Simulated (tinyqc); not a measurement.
Coupled-perturbed Hartree-Fock on RHF in the sto-3g basis, for LiH, spin multiplicity 1, step by step. Computed by tinyqc, a small Python program that keeps every step (integrals from PySCF). Settings: charge = 0, multiplicity = 1, basis = sto-3g, method = RHF, energy threshold = 1e-10, iteration cap = 83, orthogonalisation = symmetric, start = Wolfsberg-Helmholz matrix, DIIS depth = 6. Command: `OMP_NUM_THREADS=1 python tinyqc.py 31778 31779 out.jsonl` (the two numbers bound the seeds that draw the settings). One thread of a shared host (Intel(R) Xeon(R) Processor @ 2.60GHz), about 0.1 s of CPU time with the checks. The early iterations of the SCF are left out here.

## One-electron integrals

Geometry (angstrom):
```
atom         x         y         z
Li    0.000000  0.000000  0.000000
H     0.000000  0.000000  1.657000
```

Basis sto-3g: exponents (1/bohr^2) and contraction coefficients of normalised primitives:
```
element  l (shell)   exponent  coefficient
Li           s (1)  16.119575     0.154329
Li           s (1)   2.936201     0.535328
Li           s (1)   0.794651     0.444635
Li           s (2)   0.636290    -0.099967
Li           s (2)   0.147860     0.399513
Li           s (2)   0.048089     0.700115
Li           p (3)   0.636290     0.155916
Li           p (3)   0.147860     0.607684
Li           p (3)   0.048089     0.391957
H            s (1)   3.425251     0.154329
H            s (1)   0.623914     0.535328
H            s (1)   0.168855     0.444635
```

Overlap, kinetic and nuclear-attraction integrals over the contracted functions; the nuclear repulsion is the sum of Za Zb / Rab.

nuclear repulsion = 0.95807582 hartree

overlap S, lower triangle:
```
           1Li 1s    1Li 2s   1Li 2px   1Li 2py   1Li 2pz     2H 1s
1Li 1s   1.000000
1Li 2s   0.241137  1.000000
1Li 2px  0.000000  0.000000  1.000000
1Li 2py  0.000000  0.000000  0.000000  1.000000
1Li 2pz  0.000000  0.000000  0.000000  0.000000  1.000000
2H 1s    0.058879  0.381056  0.000000  0.000000  0.501767  1.000000
```

kinetic energy T (hartree), lower triangle:
```
            1Li 1s    1Li 2s   1Li 2px   1Li 2py   1Li 2pz     2H 1s
1Li 1s    3.576786
1Li 2s   -0.020237  0.102163
1Li 2px   0.000000  0.000000  0.319682
1Li 2py   0.000000  0.000000  0.000000  0.319682
1Li 2pz   0.000000  0.000000  0.000000  0.000000  0.319682
2H 1s    -0.014698  0.038403  0.000000  0.000000  0.119848  0.760032
```

nuclear attraction V (hartree), lower triangle:
```
            1Li 1s     1Li 2s    1Li 2px    1Li 2py    1Li 2pz      2H 1s
1Li 1s   -8.302240
1Li 2s   -1.041350  -1.491785
1Li 2px   0.000000   0.000000  -1.450220
1Li 2py   0.000000   0.000000   0.000000  -1.450220
1Li 2pz  -0.015013  -0.118969   0.000000   0.000000  -1.545661
2H 1s    -0.252075  -0.696748   0.000000   0.000000  -0.929156  -2.182755
```

core Hamiltonian H = T + V (hartree), lower triangle:
```
            1Li 1s     1Li 2s    1Li 2px    1Li 2py    1Li 2pz      2H 1s
1Li 1s   -4.725454
1Li 2s   -1.061587  -1.389622
1Li 2px   0.000000   0.000000  -1.130538
1Li 2py   0.000000   0.000000   0.000000  -1.130538
1Li 2pz  -0.015013  -0.118969   0.000000   0.000000  -1.225979
2H 1s    -0.266773  -0.658345   0.000000   0.000000  -0.809309  -1.422723
```

## Two-electron integrals

Functions are numbered as in S; the eight-fold symmetry (ij|kl) = (ji|kl) = (kl|ij) leaves the list below.

Two-electron integrals (ij|kl) in chemists' order, unique and non-zero (hartree):
```
(11|11) 1.680395   (21|11) 0.265420   (21|21) 0.049941   (22|11) 0.397727
(22|21) 0.092860   (22|22) 0.290562   (31|31) 0.008981   (32|31) 0.013788
(32|32) 0.064184   (33|11) 0.396640   (33|21) 0.092880   (33|22) 0.290497
(33|33) 0.312946   (41|41) 0.008981   (42|41) 0.013788   (42|42) 0.064184
(43|43) 0.016869   (44|11) 0.396640   (44|21) 0.092880   (44|22) 0.290497
(44|33) 0.279207   (44|44) 0.312946   (51|51) 0.008981   (52|51) 0.013788
(52|52) 0.064184   (53|53) 0.016869   (54|54) 0.016869   (55|11) 0.396640
(55|21) 0.092880   (55|22) 0.290497   (55|33) 0.279207   (55|44) 0.279207
(55|55) 0.312946   (61|11) 0.062924   (61|21) 0.011902   (61|22) 0.022537
(61|33) 0.022273   (61|44) 0.022273   (61|51) 0.001409   (61|52) 0.002735
(61|55) 0.023076   (61|61) 0.003101   (62|11) 0.141842   (62|21) 0.033485
(62|22) 0.110049   (62|33) 0.104453   (62|44) 0.104453   (62|51) 0.005445
(62|52) 0.032489   (62|55) 0.121126   (62|61) 0.009526   (62|62) 0.068355
(63|31) 0.002742   (63|32) 0.012605   (63|53) 0.005054   (63|63) 0.004998
(64|41) 0.002742   (64|42) 0.012605   (64|54) 0.005054   (64|64) 0.004998
(65|11) 0.173994   (65|21) 0.041521   (65|22) 0.141674   (65|33) 0.132129
(65|44) 0.132129   (65|51) 0.008456   (65|52) 0.049734   (65|55) 0.160595
(65|61) 0.012304   (65|62) 0.096503   (65|65) 0.138277   (66|11) 0.318421
(66|21) 0.076500   (66|22) 0.275610   (66|33) 0.251551   (66|44) 0.251551
(66|51) 0.014346   (66|52) 0.103850   (66|55) 0.323394   (66|61) 0.022758
(66|62) 0.213125   (66|65) 0.312736   (66|66) 0.774606
```

## Orthogonalisation

S = U s U^T; symmetric (Loewdin) form X = U s^(-1/2) U^T, so that X^T S X = 1.

eigenvalues of S: 0.363218  0.799572  1.000000  1.000000  1.172586  1.664624

X, lower triangle:
```
            1Li 1s     1Li 2s   1Li 2px   1Li 2py    1Li 2pz     2H 1s
1Li 1s    1.023161
1Li 2s   -0.129571   1.103095
1Li 2px   0.000000   0.000000  1.000000
1Li 2py   0.000000   0.000000  0.000000  1.000000
1Li 2pz  -0.005695   0.104376  0.000000  0.000000   1.135649
2H 1s     0.009906  -0.263263  0.000000  0.000000  -0.343056  1.214247
```

## Iteration 8 (converged): orbitals

converged F (hartree), lower triangle:
```
            1Li 1s     1Li 2s   1Li 2px   1Li 2py    1Li 2pz      2H 1s
1Li 1s   -2.347595
1Li 2s   -0.640034  -0.225097
1Li 2px   0.000000   0.000000  0.163925
1Li 2py   0.000000   0.000000  0.000000  0.163925
1Li 2pz   0.014367  -0.100053  0.000000  0.000000   0.005900
2H 1s    -0.160908  -0.260062  0.000000  0.000000  -0.231300  -0.139121
```

Diagonalise F' = X^T F X, C = X C', fill 2 alpha and 2 beta electrons from the bottom; D = 2 C_occ C_occ^T. Each column has its largest component positive (the first on a tie).

F' = X^T F X (hartree), lower triangle:
```
           1          2         3         4          5         6
1  -2.294573
2  -0.354581  -0.010582
3   0.000000   0.000000  0.163925
4   0.000000   0.000000  0.000000  0.163925
5   0.021416   0.020211  0.000000  0.000000   0.163784
6  -0.025497  -0.265745  0.000000  0.000000  -0.306927  0.120005
```

orbital energies (hartree): MO1 -2.350192, MO2 -0.280361, MO3 0.077673, MO4 0.163925, MO5 0.163925, MO6 0.531513

coefficients C:
```
               MO1        MO2        MO3        MO4       MO5        MO6
1Li 1s    0.991298  -0.163642  -0.210741   0.000000  0.000000   0.099570
1Li 2s    0.032977   0.460183   0.798862   0.000000  0.000000  -0.680275
1Li 2px   0.000000   0.000000   0.000000  -0.324761  0.945796   0.000000
1Li 2py   0.000000   0.000000   0.000000   0.945796  0.324761   0.000000
1Li 2pz  -0.005916   0.344017  -0.611101   0.000000  0.000000  -0.962542
2H 1s     0.003160   0.552671  -0.144654   0.000000  0.000000   1.155470
```

D after iteration 8, lower triangle:
```
            1Li 1s    1Li 2s   1Li 2px   1Li 2py   1Li 2pz     2H 1s
1Li 1s    2.018903
1Li 2s   -0.085231  0.425713
1Li 2px   0.000000  0.000000  0.000000
1Li 2py   0.000000  0.000000  0.000000  0.000000
1Li 2pz  -0.124320  0.316232  0.000000  0.000000  0.236765
2H 1s    -0.174614  0.508868  0.000000  0.000000  0.380219  0.610910
```

Within a degenerate level the vectors are fixed only up to a rotation; this is one choice.

## Convergence

Stop when the energy changes by less than 1e-10 hartree and every element of the error matrix X^T (F D S - S D F) X is below 3e-06.

Course of the cycle:
```
iteration  E (hartree)     change  largest element of the error matrix
1          -7.84082107          -                             7.99e-02
2          -7.85549692  -1.47e-02                             2.41e-02
3          -7.85862132  -3.12e-03                             1.19e-02
4          -7.85951097  -8.90e-04                             9.17e-04
5          -7.85951196  -9.88e-07                             4.21e-04
6          -7.85951220  -2.44e-07                             5.85e-05
7          -7.85951221  -5.33e-09                             5.68e-06
8          -7.85951221  -5.00e-11                             1.24e-07
```

PySCF RHF in the same basis = -7.85951221 hartree

Converged in 8 iterations.

## Integrals over molecular orbitals

(pq|rs) = sum C_ip C_jq C_kr C_ls (ij|kl), one index at a time.

one-electron integrals over orbitals h = C^T H C (hartree), lower triangle:
```
           1          2          3          4          5          6
1  -4.716104
2   0.103563  -1.470931
3   0.166303   0.031260  -1.121758
4   0.000000   0.000000   0.000000  -1.130538
5   0.000000   0.000000   0.000000   0.000000  -1.130538
6  -0.038717  -0.037681   0.029365   0.000000   0.000000  -0.960595
```

Two-electron integrals over orbitals (pq|rs), unique and non-zero (hartree):
```
(11|11) 1.658714    (21|11) -0.109254   (21|21) 0.012718    (22|11) 0.359958
(22|21) 0.005691    (22|22) 0.483372    (31|11) -0.139035   (31|21) 0.011063
(31|22) -0.015236   (31|31) 0.021732    (32|11) 0.014683    (32|21) -0.003203
(32|22) -0.049564   (32|31) 0.000142    (32|32) 0.013664    (33|11) 0.395377
(33|21) -0.010713   (33|22) 0.222036    (33|31) 0.001727    (33|32) 0.008236
(33|33) 0.337237    (41|41) 0.009817    (42|41) 0.007445    (42|42) 0.023117
(43|41) 0.010268    (43|42) 0.019333    (43|43) 0.041269    (44|11) 0.396324
(44|21) -0.004235   (44|22) 0.267374    (44|31) -0.004992   (44|32) 0.006411
(44|33) 0.281840    (44|44) 0.312946    (51|51) 0.009817    (52|51) 0.007445
(52|52) 0.023117    (53|51) 0.010268    (53|52) 0.019333    (53|53) 0.041269
(54|54) 0.016869    (55|11) 0.396324    (55|21) -0.004235   (55|22) 0.267374
(55|31) -0.004992   (55|32) 0.006411    (55|33) 0.281840    (55|44) 0.279207
(55|55) 0.312946    (61|11) 0.057193    (61|21) -0.009169   (61|22) -0.007153
(61|31) -0.002846   (61|32) 0.001891    (61|33) 0.010803    (61|44) 0.000781
(61|55) 0.000781    (61|61) 0.009148    (62|11) -0.047733   (62|21) 0.004171
(62|22) 0.123978    (62|31) 0.001176    (62|32) -0.035316   (62|33) -0.013809
(62|44) -0.019107   (62|55) -0.019107   (62|61) 0.000062    (62|62) 0.124577
(63|11) 0.017940    (63|21) -0.003392   (63|22) -0.051703   (63|31) 0.004337
(63|32) 0.010016    (63|33) 0.035964    (63|44) 0.002749    (63|55) 0.002749
(63|61) 0.004335    (63|62) -0.032467   (63|63) 0.026614    (64|41) -0.006147
(64|42) -0.019551   (64|43) -0.013606   (64|64) 0.019798    (65|51) -0.006147
(65|52) -0.019551   (65|53) -0.013606   (65|65) 0.019798    (66|11) 0.361474
(66|21) 0.002803    (66|22) 0.451443    (66|31) -0.011323   (66|32) -0.044027
(66|33) 0.241055    (66|44) 0.267326    (66|55) 0.267326    (66|61) -0.003485
(66|62) 0.130470    (66|63) -0.044351   (66|66) 0.451553
```

## Response to a field: uncoupled start

dipole integrals <a|z|i> (bohr):
```
           i1         i2
a3  -0.143621  -0.464448
a4   0.000000   0.000000
a5   0.000000   0.000000
a6  -0.122432   0.756109
```

Field along z; U_ai = -mu_ai / (e_a - e_i), alpha = -4 sum U_ai mu_ai.

uncoupled U:
```
          i1         i2
a3  0.059155   1.297217
a4  0.000000   0.000000
a5  0.000000   0.000000
a6  0.042486  -0.931313
```

uncoupled polarisability = 5.281443 bohr^3

## Coupled step 1

U_ai = -(mu_ai + sum_bj [4 (ai|bj) - (ab|ij) - (aj|bi)] U_bj) / (e_a - e_i); alpha = -4 sum U_ai mu_ai.

U after step 1:
```
          i1         i2
a3  0.064093   1.809075
a4  0.000000   0.000000
a5  0.000000   0.000000
a6  0.042706  -0.934102
```

polarisability = 6.243750 bohr^3

## Coupled step 2

As before.

U after step 2:
```
          i1         i2
a3  0.062426   2.067322
a4  0.000000   0.000000
a5  0.000000   0.000000
a6  0.041038  -0.900207
```

polarisability = 6.619231 bohr^3

## Coupled polarisability

Repeat until U stops changing; compare with -d2E/dF2.

Course of the coupled iterations:
```
step  alpha (bohr^3)
0           5.281443
1           6.243750
2           6.619231
3           6.808148
4           6.907450
5           6.959983
6           6.987802
7           7.002536
8           7.010340
9           7.014473
10          7.016662
11          7.017821
...              ...
18          7.019111
19          7.019118
20          7.019122
21          7.019124
22          7.019125
23          7.019126
24          7.019126
25          7.019126
26          7.019126
27          7.019127
28          7.019127
29          7.019127
```

coupled polarisability = 7.019127 bohr^3

finite-field check, fields of +/-0.001 au = 7.020464 bohr^3
